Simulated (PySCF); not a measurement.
Which level of theory gave which numbers?

Species: CH₆NP.
SMILES with atom numbers: `[CH3:1][N:2]=[PH3:3]` (hydrogens: H4, H5, H6 on C1; H7, H8, H9 on P3)

The closed-shell ground state was solved 4 times with PySCF (density fitting, gas phase), always with PBE0, in these basis sets: IGLO-III, aug-cc-pVDZ, cc-pVDZ and cc-pVTZ. Isolated species at its PBE0-D3(BJ)/def2-SVP geometry, gas phase.

| row | total energy (Eh) | HOMO (eV) | LUMO (eV) | dipole (D) |
| --- | --- | --- | --- | --- |
| P | -437.5600 | -6.21 | 0.59 | 2.37 |
| Q | -437.5015 | -5.98 | 1.07 | 2.29 |
| R | -437.5666 | -6.30 | 0.38 | 2.46 |
| S | -437.5146 | -6.22 | -0.39 | 2.47 |

Q: Which basis belongs to which row?

A: P = cc-pVTZ, Q = cc-pVDZ, R = IGLO-III, S = aug-cc-pVDZ. From the lowest total energy up: IGLO-III (174 functions) 0 eV; cc-pVTZ (178 functions) +0.18 eV; aug-cc-pVDZ (127 functions) +1.42 eV; cc-pVDZ (76 functions) +1.77 eV.
